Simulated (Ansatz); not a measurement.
The inner images of a band of C3H5NO (10 atoms, charge 0, multiplicity 1) are given out of order.

The calculation used RKS PBE/def2-SVP in Ansatz 0.2.0.

First end point:

```xyz
10
Properties=species:S:1:pos:R:3
O -0.942 1.223 -1.368
C -0.236 0.363 -0.592
C 0.303 -0.869 -0.796
N 0.441 -1.191 0.608
C -0.085 0.182 0.911
H -0.906 2.105 -0.954
H 0.479 -1.545 -1.645
H 1.420 -1.316 0.914
H -1.034 0.155 1.490
H 0.644 0.841 1.434
```

Last end point:

```xyz
10
Properties=species:S:1:pos:R:3
O -0.863 1.587 -0.934
C -0.237 0.512 -0.402
C 0.261 -0.698 -0.780
N 0.403 -1.206 0.572
C -0.061 0.146 1.051
H -0.947 1.448 -1.896
H 0.423 -1.260 -1.712
H 1.386 -1.385 0.837
H -0.992 0.091 1.654
H 0.710 0.714 1.614
```

Put them in order from the first end to the last, with their energies above the first end.
A.
```xyz
10
Properties=species:S:1:pos:R:3
O -1.142 1.302 -1.110
C -0.339 0.404 -0.473
C 0.273 -0.776 -0.778
N 0.472 -1.186 0.583
C -0.124 0.127 1.007
H -0.581 1.949 -1.577
H 0.513 -1.362 -1.680
H 1.458 -1.302 0.865
H -1.040 0.004 1.624
H 0.592 0.789 1.542
```
B.
```xyz
10
Properties=species:S:1:pos:R:3
O -1.040 1.472 -0.950
C -0.331 0.444 -0.419
C 0.248 -0.737 -0.780
N 0.444 -1.204 0.576
C -0.105 0.121 1.037
H -0.675 1.688 -1.827
H 0.469 -1.301 -1.699
H 1.438 -1.317 0.836
H -1.007 0.019 1.676
H 0.641 0.762 1.554
```
C.
```xyz
10
Properties=species:S:1:pos:R:3
O -1.113 1.387 -1.016
C -0.345 0.421 -0.443
C 0.259 -0.756 -0.779
N 0.462 -1.195 0.578
C -0.117 0.121 1.022
H -0.599 1.825 -1.718
H 0.495 -1.330 -1.689
H 1.452 -1.307 0.850
H -1.023 0.005 1.655
H 0.613 0.778 1.544
```
D.
```xyz
10
Properties=species:S:1:pos:R:3
O -1.022 1.203 -1.325
C -0.263 0.372 -0.565
C 0.293 -0.850 -0.789
N 0.459 -1.186 0.604
C -0.092 0.169 0.939
H -0.795 2.124 -1.100
H 0.470 -1.510 -1.651
H 1.442 -1.310 0.895
H -1.035 0.106 1.523
H 0.627 0.830 1.473
```
E.
```xyz
10
Properties=species:S:1:pos:R:3
O -1.086 1.208 -1.270
C -0.293 0.382 -0.535
C 0.282 -0.827 -0.782
N 0.469 -1.182 0.598
C -0.100 0.156 0.966
H -0.699 2.103 -1.262
H 0.474 -1.463 -1.659
H 1.453 -1.310 0.881
H -1.033 0.065 1.563
H 0.616 0.816 1.504
```
F.
```xyz
10
Properties=species:S:1:pos:R:3
O -0.947 1.541 -0.927
C -0.294 0.476 -0.404
C 0.246 -0.717 -0.779
N 0.423 -1.208 0.575
C -0.085 0.131 1.048
H -0.796 1.554 -1.890
H 0.439 -1.277 -1.707
H 1.417 -1.341 0.829
H -0.996 0.048 1.679
H 0.676 0.741 1.579
```
G.
```xyz
10
Properties=species:S:1:pos:R:3
O -1.129 1.242 -1.197
C -0.320 0.393 -0.504
C 0.274 -0.802 -0.778
N 0.473 -1.182 0.590
C -0.110 0.143 0.989
H -0.623 2.043 -1.424
H 0.489 -1.413 -1.669
H 1.458 -1.309 0.871
H -1.033 0.032 1.598
H 0.606 0.803 1.526
```

D (+0.009 eV), E (+0.036 eV), G (+0.069 eV), A (+0.086 eV), C (+0.065 eV), B (+0.015 eV), F (-0.029 eV).

Run time: 76 s on 2 threads of Intel(R) Xeon(R) Platinum 8488C (Sapphire Rapids), on a shared host, peak memory 0.19 GiB.
